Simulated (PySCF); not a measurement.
hydrogen fluoride (FH), SMILES F. Geometry: B3LYP-D3(BJ)/def2-TZVPD.

TDA-PBE/def2-TZVPD in PySCF puts the lowest singlet excitations at 9.24, 9.24, 11.99, 11.99, 12.03, 12.08 eV.

Q: What are the lowest excitation roots from ADC(3)/aug-cc-pVDZ (PySCF)? (An estimate is asked for; the answer gives what the named calculation found.)

A: 10.88, 10.88, 14.69, 14.69, 14.91, 15.63 eV. S1 differs by 1.64 eV (second minus first; roots are paired by order, and the bases may differ).
